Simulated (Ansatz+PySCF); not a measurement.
Results of a calculation; reference values are marked as such.
Input for Ansatz (development build ahead of 0.2.0):

```yaml
crystal:
  periodic: [false, false, false]
  atoms:
    - { symbol: O, position_ang: [0.0, 0.0, -1.3071] }
    - { symbol: O, position_ang: [0.0, 0.0, 1.3071] }
    - { symbol: B, position_ang: [30.0, 0.0, -0.31309] }
    - { symbol: H, position_ang: [30.0, 0.0, 1.56545] }
basis:
  gaussian: { orbitals: "6-31G" }
magnetization:
  initial_magnetization: 2
hamiltonian:
  xc: hf
```

The input is written out in the form of the current development build from the run's settings.

The run gave:

```json
{
  "Converged": "yes",
  "Total energy": "-174.48702 hartree",
  "Spin squared of the determinant": "2.000",
  "Stability test": "minimum among restricted orbitals",
  "Occupied orbitals by symmetry in an Abelian subgroup (alpha; beta)": "10 A' 2 A''; 9 A' 1 A''"
}
```

Caution: an unrestricted determinant lies well below.
